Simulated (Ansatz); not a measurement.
System: bcc V. Method: PBE (Ansatz, an electronic-structure program, PAW).

Run with plane-wave cutoff 520 eV, 26×26×26 k mesh, Fermi–Dirac smearing 0.05 eV, no spin polarisation, scalar-relativistic PAW data made under PBE.

Energies at three volumes about the minimum:

| V (Å³/atom) | E − E_lowest (meV/atom) |
|---|---|
| 13.188 | 3.19 |
| 13.457 | 0.00 |
| 13.726 | 2.95 |

Fit a parabola by hand: where is the minimum, what lattice constant follows, and what is the bulk modulus?

Slopes: (0.00 − 3.19)/(13.457 − 13.188) = -11.859 and (2.95 − 0.00)/(13.726 − 13.457) = 10.967 meV/Å³. Curvature E″ = 2 × (10.967 − (-11.859))/(13.726 − 13.188) = 84.855 meV/Å⁶. From the middle of the first interval, the slope vanishes at V0 = 13.3225 − (-11.859)/84.855 = 13.462 Å³/atom. B = V0 E″ = 13.462 × 84.855 meV/Å³ × 0.1602 GPa per meV/Å³ = 183 GPa. With 2 atoms in the cube, a = (2 × 13.462)^(1/3) = 2.997 Å. The full Birch–Murnaghan fit to all volumes gives V0 = 13.458 Å³/atom and B0 = 182 GPa.

Measured, for comparison: bulk modulus 161 GPa (corrected for temperature and zero-point phonon effects, sources range from 159 to 166; as tabulated in Levämäki et al. (2014), arXiv:1402.3671); lattice constant a 3.021 Å (static lattice: zero-point anharmonic expansion removed; as tabulated in Mejia-Rodriguez and Trickey (2018), arXiv:1807.09216). Computed less measured: bulk modulus +13 % (+10 % to +14 % over the range).
